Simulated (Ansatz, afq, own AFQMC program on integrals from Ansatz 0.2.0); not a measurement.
# Se, triplet: AFQMC among the cluster methods

A free Se atom.

Basis aug-cc-pVTZ. Noble-gas cores (and the filled d shells of Ga–Kr and In–Xe) are frozen. Ansatz 0.2.0 and our own AFQMC program on the same integrals; the CISD trial comes from CCSD amplitudes, and released means the phaseless constraint is let go. Free AFQMC starts from the CCSD state and is never constrained. Its projection time is finite, and what remains of the start isn't in its error. Error bars are statistical, one sigma. No spin–orbit coupling.

Determinant: UHF, the one that the program's search chose, which needn't be the lowest solution.

No full CI on the walks' own integrals is used here; CCSDT(Q) serves as the reference and is uncertain by about the last step of the cluster series.

Cautions: no relativity below Rb; no spin-orbit coupling; inner d shell frozen.

```
T1 diagnostic                               : 0.0086
weight of the determinant in the CISD state : 0.936
⟨S²⟩ of the determinant                     : 2.012
size of the correlated space                : 6 electrons in 45 orbitals
```

| level | correlation energy (eV) |
| --- | --- |
| MP2 | -2.7565 |
| CCSD | -3.2750 |
| CCSD(T) | -3.3821 |

Q: Estimate where AFQMC with the constraint released lies against CCSD(T) on the same integrals.

A: 21.0 ± 1.0 meV below CCSD(T).

Reference: CCSDT(Q), correlation energy -3.403 eV. The released energy is read at 2.40 1/Eh (meV from the phaseless value at times in 1/Eh: -1.3 ± 1.0 at 0.24, -1.6 ± 0.9 at 0.51, -3.1 ± 1.0 at 0.99, -4.3 ± 0.9 at 1.62, -4.5 ± 1.0 at 2.40).

| level | E − E(reference) (meV) | share of correlation (%) |
| --- | --- | --- |
| CCSD(T) | 20.8 | 99.39 |
| CCSDT | 2.7 | 99.92 |
| ph-AFQMC/CISD | 4.2 ± 2.1 | 99.88 |
| released AFQMC | -0.2 ± 1.0 | 100.01 |
| free AFQMC | -1.5 ± 1.1 | 100.05 |

Free projections are given only where their last times agree within the noise and don't stop above the reference; a slow remainder of the start can still hide under it. A walk keeps the symmetry of its determinant, which the program's search chose and which needn't be the lowest solution, so a lower state of the same spin and another symmetry isn't excluded. Released energies are given only where the last usable release times agree within the noise; a slower fall can still hide under it.
